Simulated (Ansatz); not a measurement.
## H₃Si–GeH₃, singlet: the ladder up to RCCSDT(Q)

Geometry: displaced at random from a stationary point.

```xyz
8

Si   -1.6856    0.0050    0.0109
Ge    0.6929   -0.0031   -0.0018
H    -2.1553    1.4423   -0.0408
H    -2.2502   -0.7158    1.1952
H    -2.2941   -0.6965   -1.2740
H     1.2062   -1.4410   -0.0311
H     1.2454    0.7799    1.2257
H     1.2821    0.7148   -1.2481
```

Basis cc-pVDZ; Ansatz 0.2.0. Only valence electrons are correlated (noble-gas cores and the filled d shells of p-block atoms frozen), which leaves 14 electrons in 56 orbitals. Prefix R: restricted or restricted open-shell reference. Active spaces: frontier = (8e, 8o) about the gap. No spin–orbit coupling is included, and no scalar relativity.

Full CI isn't at hand for all of this; RCCSDT(Q) serves as the reference, and is uncertain by about the last step of the cluster series.

The UHF ⟨S²⟩ is 0.000, the T1 diagnostic (RCCSD) is 0.0117 and the largest doubles amplitude (RCCSD) is 0.034.

Task: From what is known of these methods and the diagnostics, rank them by the size of their error in total energy against RCCSDT(Q) in cc-pVDZ, smallest first (an estimate: the text doesn't fix the numbers).
A. NEVPT2 (frontier space)
B. CISD
C. RCCSD
D. RCCSD(T)
E. RCCSDT

Result: E (0.6 kJ/mol), D (3.7 kJ/mol), C (19.3 kJ/mol), B (86.8 kJ/mol), A (151.5 kJ/mol).

All errors are against RCCSDT(Q) in cc-pVDZ. Within each family the higher level lies nearer, as is usual though not guaranteed.
